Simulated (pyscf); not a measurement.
PySCF, gas phase, ωB97X-D3(BJ)/def2-SVP geometries.

Q: Estimate the classical barrier height and the reaction energy of alane (AlH₃) + water (H₂O) → HO–AlH₂ + hydrogen (H₂) at ωB97M-D3(BJ)/def2-TZVP. The step runs on the singlet surface, breaks Al–H, H–O and forms Al–O, H–H; take the separated reactants as zero.

A: ΔE‡ = -6.2 kcal/mol, ΔE = -30.1 kcal/mol. Zero-point energy shifts the barrier by +1.0 kcal/mol. It is a four-centre exchange, with an imaginary mode of 1309i cm⁻¹. On the reactant side the descent ends in an adduct with a Al–O contact, 22.7 kcal/mol under the separated species and 15.7 kcal/mol under the saddle at ωB97X-D3(BJ)/def2-TZVP. At ωB97M-D3(BJ) the saddle lies under the separated reactants, which points to a path from their complex (located at ωB97X-D3(BJ) alone). What is counted as formed (Al–O) is already present as a longer contact in the reactant adduct; forming that adduct is a step of its own. At the saddle there is also a short Al–H contact that neither side keeps. One saddle was located; it need not be the lowest between these sides.
